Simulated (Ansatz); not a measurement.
A nudged elastic band was laid between two geometries of AlH$_{2}$S$_{2}$ (5 atoms, charge 0, multiplicity 2).

Method: UKS BLYP-D4/def2-SVP (Ansatz 0.2.0).

* movable images: 7
* climbing image: yes
* spring: 5.0 eV/Å²
* optimiser: quadratic models (default)
* start path: IDPP
* force threshold: 0.05 eV/Å
* iteration limit: 60
* end points: relaxed

Initial state:

```xyz
5
Properties=species:S:1:pos:R:3
S -1.183 -0.892 -0.658
Al -0.237 0.464 0.853
S 1.900 1.008 0.471
H -2.393 -0.924 -0.028
H 1.962 0.270 -0.679
```

Final state:

```xyz
5
Properties=species:S:1:pos:R:3
S -1.577 -0.961 -0.737
Al -0.111 0.206 0.484
S 1.894 0.387 -0.491
H -2.590 -0.806 0.163
H 2.434 1.101 0.539
```

Q: Which bonds break or form, and what moves?

A: No bond is made or broken. The dihedral S1–Al2–S3–H5 goes from 0 to -179°.

Q: Give the energies along the band, and the barrier.

A: The forces met the threshold. The highest image is number 4 of 0 to 8, 0.101 eV above the first end and 0.146 eV above the last; the last end lies 0.045 eV below the first. A vibrational analysis at the climbing image gives one clearly imaginary mode, 214i cm⁻¹: a first-order saddle point.

| image | path coordinate (Å) | energy (eV) | dihedral S1–Al2–S3–H5 (°) |
| --- | --- | --- | --- |
| 0 | 0.00 | 0.000 | 0 |
| 1 | 0.29 | 0.008 | -18 |
| 2 | 0.59 | 0.043 | -41 |
| 3 | 0.88 | 0.084 | -64 |
| 4 | 1.17 | 0.101 | -86 |
| 5 | 1.51 | 0.076 | -110 |
| 6 | 1.84 | 0.023 | -133 |
| 7 | 2.18 | -0.027 | -156 |
| 8 | 2.51 | -0.045 | -179 |

Q: What is the geometry of the highest image?

A: 
```xyz
5
Properties=species:S:1:pos:R:3
S -1.634 0.263 -0.699
Al -0.021 -0.099 0.807
S 2.039 0.630 0.232
H -2.612 -0.327 0.051
H 2.278 -0.541 -0.432
```

Q: What are the harmonic wavenumbers there?

A: 214i, 120, 286, 380, 483, 547, 630, 2560, 2568 cm⁻¹.

Time of the run: 84 s on 1 thread of Arm Neoverse V1, on a shared host, peak memory 0.13 GiB.
